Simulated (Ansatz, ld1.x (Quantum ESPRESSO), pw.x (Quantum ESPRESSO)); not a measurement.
**What a changed setting does to a pw.x run (diamond Rb)**

Potential: norm-conserving Troullier–Martins (Kleinman–Bylander form), ld1.x (Quantum ESPRESSO) 7.5, LDA (PW92); core [Kr], reference 4d0 5s0.5 5p0.5; waves: 5p (bound): rc 4.98 bohr; 4d (bound, empty): rc 4.98 bohr; 5s (bound): rc 4.98 bohr; local part: the s channel; core correction: Bessel-smoothed model core inside 3.40 bohr.

The reference run (k-mesh 8³, cutoffs 50/200 Ry, Fermi–Dirac 0.01 Ry, mixing_beta 0.4, conv_thr 1e-9, no spin) gives -0.01 GPa at 119.317 Å³/atom, where all-electron LAPW gives -0.00 GPa. This run, with its own iteration cap, changes nbnd to 1, a wrong or extreme entry chosen on purpose.

```
&control
  calculation='scf', prefix='x', pseudo_dir='./', outdir='./tmp', tstress=.true., disk_io='none'
/
&system
  ibrav=0, nat=2, ntyp=1, ecutwfc=50, ecutrho=200, nbnd=1,
  occupations='smearing', smearing='fd', degauss=0.01
/
&electrons
  conv_thr=1e-09, mixing_beta=0.4, electron_maxstep=70
/
ATOMIC_SPECIES
Rb 1.0 Rb.UPF
CELL_PARAMETERS angstrom
  0.00000000 4.92304843 4.92304843
  4.92304843 0.00000000 4.92304843
  4.92304843 4.92304843 0.00000000
ATOMIC_POSITIONS crystal
Rb 0.0000 0.0000 0.0000
Rb 0.2500 0.2500 0.2500
K_POINTS automatic
8 8 8 0 0 0
```

```bash
pw.x < Rb.scf.in > Rb.scf.out
```

How does the run end?

It stops with "efermig: internal error, cannot bracket Ef". There must be at least as many bands as half the electrons, and more with smearing.

```
Message from routine setup:
     using ibrav=0 with symmetry is DISCOURAGED, use correct ibrav instead
     lattice parameter (alat)  =      13.1567  a.u.
     unit-cell volume          =    1610.3821 (a.u.)^3
     number of electrons       =         2.00
     number of Kohn-Sham states=            1
     kinetic-energy cutoff     =      50.0000  Ry
     charge density cutoff     =     200.0000  Ry
     scf convergence threshold =      1.0E-09
     Exchange-correlation= PW
     number of k points=    29  Fermi-Dirac smearing, width (Ry)=  0.0100
     iteration #  1     ecut=    50.00 Ry     beta= 0.40
     Error in routine efermig (1):
     internal error, cannot bracket Ef
```

The run took about 3.1 s on one core of a shared host (Neoverse-V1, 32 threads, 247 GiB, load 8).
